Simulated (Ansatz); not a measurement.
CH₇AlS, closed shell: harmonic vibrations.

in.yaml

```yaml
crystal:
  periodic: [false, false, false]
  atoms:
    - {symbol: Al, position_ang: [-0.848602, 0.255499, -1.157764]}
    - {symbol: S, position_ang: [0.488888, 1.871956, -1.789945]}
    - {symbol: H, position_ang: [-0.643423, -1.138675, -1.869630]}
    - {symbol: H, position_ang: [-2.046226, 0.600278, -0.185343]}
    - {symbol: H, position_ang: [0.962281, -0.038619, 0.575282]}
    - {symbol: C, position_ang: [0.626929, -0.875076, 1.197821]}
    - {symbol: H, position_ang: [-0.102677, 2.787478, -1.004019]}
    - {symbol: H, position_ang: [1.354827, -1.680026, 1.110671]}
    - {symbol: H, position_ang: [-0.352146, -1.254320, 0.894937]}
    - {symbol: H, position_ang: [0.560146, -0.528494, 2.227991]}
basis:
  gaussian: {orbitals: def2-TZVP}
hamiltonian: {xc: pbe0, dispersion: d4}
phonons: {temperatures: {t_min: 298.15, t_max: 900, t_step: 200}}
```

Command:

```bash
ansatz run in.yaml --threads 2 --pin off --events-out ev --progress --plain --max-ram 4352MiB
```

Output of Ansatz 0.2.0:

```
Functional definition: PBE0
  name "PBE0"
  cite "Adamo & Barone, J. Chem. Phys. 110, 6158 (1999) doi:10.1063/1.478522"
  cite "Perdew, Burke & Ernzerhof, Phys. Rev. Lett. 77, 3865 (1996) doi:10.1103/PhysRevLett.77.3865"
  parent pbe
  parameter a = 0.25
  parameter kappa = 0.804
  parameter beta = 0.06672455060314922
  exchange = (1 - a)*pbe_x(kappa = kappa, mu = beta*pi^2/3) + a*exact_x
  correlation = pbe_c(beta = beta)
1038 factors; their error is unknown
mean field evaluation 1: about -18572.0405 eV, gradient 4.6e1 eV
mean field evaluation 2: about -18571.6626 eV, gradient 4.5e1 eV
mean field evaluation 4: about -18576.8469 eV, gradient 8.3e-1 eV
mean field evaluation 8: about -18576.8775 eV, gradient 2.4e-1 eV
mean field evaluation 16: about -18576.8776 eV, gradient 2.1e-5 eV
mean field -18576.87762715 eV, -682.6876609378 hartree, gradient 2.1e-5 eV, S^2 0.000000; 0 other end points of the search recorded, 0 dependent functions left out
the calculation of the forces begins
reference -18576.87766072 eV, -682.6876621717 hartree; 21, 21 occupied and 126, 126 virtual orbitals, 1038 factors
these checks for a lower state are left out or cut short: stability, starts, cluster_reference, orbital_swaps, neighbouring_geometries, increment
1038 factors; their error is unknown
WARN: phonons: modes at or below zero, which the zero-point energy, F, S and C_V leave out: 1, the lowest at -59.46 cm⁻¹. A minimum has none, and a first-order saddle one
Total energy: -18577.01345869 eV, -682.6926526548 hartree
Atom 0 at    -0.848602     0.255499    -1.157764 Å, force     0.001439    -0.000772    -0.000953 eV/Å
Atom 1 at     0.488888     1.871956    -1.789945 Å, force    -0.000384     0.000041     0.000965 eV/Å
Atom 2 at    -0.643423    -1.138675    -1.869630 Å, force     0.000087     0.000393    -0.000072 eV/Å
Atom 3 at    -2.046226     0.600278    -0.185343 Å, force    -0.000104     0.000053     0.000385 eV/Å
Atom 4 at     0.962281    -0.038619     0.575282 Å, force     0.000559    -0.000162     0.000433 eV/Å
Atom 5 at     0.626929    -0.875076     1.197821 Å, force    -0.001792     0.000204    -0.001263 eV/Å
Atom 6 at    -0.102677     2.787478    -1.004019 Å, force    -0.000453     0.000094    -0.000652 eV/Å
Atom 7 at     1.354827    -1.680026     1.110671 Å, force    -0.000301    -0.000738    -0.001131 eV/Å
Atom 8 at    -0.352146    -1.254320     0.894937 Å, force     0.000456     0.000362     0.001424 eV/Å
Atom 9 at     0.560146    -0.528494     2.227991 Å, force     0.000494     0.000524     0.000864 eV/Å
Dipole moment:    -0.049462    -0.090954     0.322294 e Å
Vibrations: -59.46 77.30 84.72 94.86 227.21 230.94 385.55 433.34 488.42 604.23 682.28 759.38 1282.00 1337.69 1353.51 1539.60 1564.40 1940.64 1957.62 2712.93 3015.78 3121.17 3150.59 3184.41 cm⁻¹, zero-point energy 1.873933 eV

[the SCF lines of later steps are left out]
```

The lines “mean field evaluation” count trial sets of orbitals through the whole run, from several starts and some on an approximate energy, so they need not fall steadily or lie above the final value.

The run took about 3 min on 2 CPU threads of an Arm Neoverse N1 (shared host).
